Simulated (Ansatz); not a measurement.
2H-SiC, treated with G0W0@HSE06 (Ansatz, a first-principles code, hard PAW, contour deformation).

The cell has the measured lattice parameters. Conventional cell: a = 3.0763 Å, b = 3.0763 Å, c = 5.0480 Å, α = 90.00°, β = 90.00°, γ = 120.00°.

The quasiparticle gap at Γ at a fixed k mesh 3×3×2:

| response cutoff | value (eV) |
|---|---|
| 200 eV, 488 empty bands | 6.361 |
| 250 eV, 682 empty bands | 6.384 |
| 300 eV, 897 empty bands | 6.397 |
| 400 eV, 1381 empty bands | 6.411 |

Taking the value to converge with the response cutoff E as E^(−3/2), extrapolate from the last two rows.

With y = y∞ + c/w and weights w = 5196 and 8000 for the last two rows, y∞ = (w2 y2 − w1 y1)/(w2 − w1) = (8000 × 6.411 − 5196 × 6.397)/2804 = 6.437 eV, which lies 0.026 beyond the last row. Successive pairs of rows give 6.442, 6.438, 6.437. The limit also hangs on the law assumed, so its last digits aren't firm.

The other settings are not extrapolated, so this is the limit in one setting alone.

The smallest gap on this mesh is 3.53 eV, away from Γ.

Note: GW on a hybrid start was not checked against another program.
